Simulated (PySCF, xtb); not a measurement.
Homolysis of single bonds, series Al F-Br. Gas-phase values, no solvent. Strings in code marks are SMILES.

Quantity: homolytic bond dissociation enthalpy at 298 K (no spin–orbit term), in eV. Thermal and zero-point terms are GFN2-xTB rigid-rotor harmonic values (xtb).

A: F–Al bond of `[F][Al]([F])[Br]`, giving `[F]` and `[F][Al][Br]`
B: F–Al bond of `[F][Al]([F])[F]`, giving `[F]` and `[F][Al][F]`
C: Al–Br bond of `[F][Al]([F])[Br]`, giving `[Br]` and `[F][Al][F]`

### Question
Rank these by homolytic bond dissociation enthalpy at 298 K (no spin–orbit term) (lowest first), as PBE-D3(BJ)/def2-TZVP // PBE0-D3(BJ)/def2-TZVP (PySCF) gives it.

### Answer
C (4.34 eV), A (6.53 eV), B (6.57 eV)
